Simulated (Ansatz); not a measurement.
Results of PBEsol (Ansatz, a first-principles code, PAW) for zinc-blende BeSe.

Settings: plane-wave cutoff 520 eV, 12×12×12 k mesh, Fermi–Dirac smearing 0.01 eV, scalar-relativistic PAW data made under PBE.

The cell is scaled about its equilibrium volume:

```csv
V (Å³/atom),P (GPa),direct gap at Γ (eV),smallest gap on the k mesh (eV)
15.851,5.55,4.751,2.322
16.188,3.52,4.590,2.373
16.526,1.68,4.434,2.421
16.863,0.01,4.285,2.466
17.200,-1.51,4.141,2.508
17.537,-2.88,4.003,2.549
17.875,-4.13,3.869,2.587
```

The fundamental gap (2.47 eV at the equilibrium volume, with added k points) lies elsewhere than Γ–Γ.

Spin–orbit coupling is not included.
